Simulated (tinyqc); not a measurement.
Worked calculation: coupled-perturbed Hartree-Fock on RHF in the sto-3g basis, for H3O+, spin multiplicity 1. One step of it, computed by the program tinyqc.

Task: Response to a field: uncoupled start. Field along z; U_ai = -mu_ai / (e_a - e_i), alpha = -4 sum U_ai mu_ai.

orbital energies (hartree): MO1 -20.867004, MO2 -1.785234, MO3 -1.086179, MO4 -1.086165, MO5 -0.919248, MO6 0.087428, MO7 0.242051, MO8 0.242213

dipole integrals <a|z|i> (bohr):
```
           i1         i2         i3        i4         i5
a6  -0.025799   0.068917  -0.000382  0.000000  -0.108338
a7   0.000000   0.000000   0.000000  0.359139   0.000000
a8   0.000035  -0.000163  -0.359145  0.000000   0.000095
```

Give: uncoupled U; uncoupled polarisability.

Result:

uncoupled U:
```
       i1      i2     i3      i4     i5
a6  0.001  -0.037  0.000   0.000  0.108
a7  0.000   0.000  0.000  -0.270  0.000
a8  0.000   0.000  0.270   0.000  0.000
```

uncoupled polarisability = 0.834 bohr^3
